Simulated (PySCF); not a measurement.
Delta-SCF ions had no search for a lower state. Excitations are Tamm–Dancoff values on a coarser integration grid. The basis has no diffuse functions, so Rydberg states are missing or too high.

Cartesian coordinates (Å):
SMILES: CC#N
```xyz
6

C     -0.4867    -0.0076     0.0181
C      0.9610     0.0150    -0.0358
N      2.1137     0.0330    -0.0787
H     -0.8766    -0.7698    -0.6586
H     -0.8220    -0.2335     1.0318
H     -0.8894     0.9629    -0.2767
```
Charge 0, spin multiplicity 1.

Question: What HOMO–LUMO gap, S1 oscillator strength, LUMO, S1 excitation (TDA), HOMO, total energy, dipole moment and vertical ionisation energy (Delta-SCF) does r2SCAN-D4/def2-TZVP (PySCF) give?

Answer: 
HOMO–LUMO gap: 8.44 eV
S1 oscillator strength: 0.003
LUMO: 0.09 eV
S1 excitation (TDA): 8.39 eV
HOMO: -8.35 eV
total energy: -3611.60 eV
dipole moment: 4.06 D
vertical ionisation energy (Delta-SCF): 12.08 eV
